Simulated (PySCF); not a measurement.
# Functional benchmark on one molecule

Molecule: `O=S(CC)(=O)Cl`, C$_{2}$H$_{5}$ClO$_{2}$S.

Atoms are numbered as in `[CH3:1][CH2:2][S:3](=[O:4])(=[O:5])[Cl:6]`. Hydrogens are named by the atom that carries them.

Geometry PBE0-D3(BJ)/def2-SVP throughout; GIAO in PySCF 2.14.0 with density-fitted response routines, gas phase, one conformer, non-relativistic; equivalent atoms averaged; basis pcSseg-2.

Reference values (measured; solution, not stated per compound (mostly CDCl3 or CCl4); Pretsch, Buehlmann, Badertscher, Structure Determination of Organic Compounds, 4th ed. (2009)): δ(C2) = 60.2 ppm, δ(C1) = 9.1 ppm. Computed shifts are taken against TMS, calculated as an isolated molecule at each level.

Problem. How do the functionals HF, LDA, PBE, BLYP, BP86, OPBE perform against the reference? Times are CPU seconds on 1 thread of an Arm Neoverse V1, shared host.

Solution. 
```csv
functional,kind,C2,C1,mean abs. error C,core-s
HF,Hartree–Fock,56.9,9.8,2.0,25
LDA,LDA,72.0,10.1,6.4,48
PBE,GGA,68.6,11.5,5.4,56
BLYP,GGA,70.1,12.1,6.4,56
BP86,GGA,68.9,11.7,5.7,57
OPBE,GGA,64.2,11.6,3.2,58
```

For ¹³C the closest is HF (2.0 ppm) and the furthest BLYP (6.4 ppm). One molecule is a small sample, and vibrational and solvent effects are absent from the calculation.
